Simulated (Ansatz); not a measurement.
Calculated with Ansatz (gas phase, PBE0-D4/def2-TZVP geometries, no zero-point term in ΔE). CCSD(T)/CBS adds triple-zeta CCSD(T) − MP2 to the extrapolated MP2 energy (def2 sets, frozen cores). This one scheme is used for every species, atoms too. DFT in def2-TZVPP. No spin–orbit coupling; open shells (•) take unrestricted orbitals. Spin–orbit coupling would lower the free atoms: a little for F.

`CNC` + F• → `C[N]C`• + H–F  (hydrogen abstraction from the N–H bond)

Problem. Is it downhill or uphill in electronic energy at CCSD(T)/CBS, and by how much? (Best estimate.)

Solution. Ansatz gave: Downhill: ΔE = -39.7 kcal/mol.

Problem. What do these levels give: CAM-B3LYP-D4, ωB97X-V, PBE0, HF/def2-SVP, MP2/def2-SVP, MP2/def2-TZVPP? (An estimate is asked.)

Solution. Computed: CAM-B3LYP-D4 -39.9, ωB97X-V -38.2, PBE0 -39.1, HF/def2-SVP -19.6, MP2/def2-SVP -31.9, MP2/def2-TZVPP -38.9 kcal/mol.

Largest T1 diagnostic among the species: 0.014.

From BLYP to BHLYP (50 % exact exchange), in def2-TZVPP and without D4, ΔE moves by +9.7 kcal/mol. In def2-TZVPP, CCSD(T) changes the Hartree–Fock value by −13.5 kcal/mol (the triples alone add −0.8 kcal/mol) and MP2 by −15.1 kcal/mol.
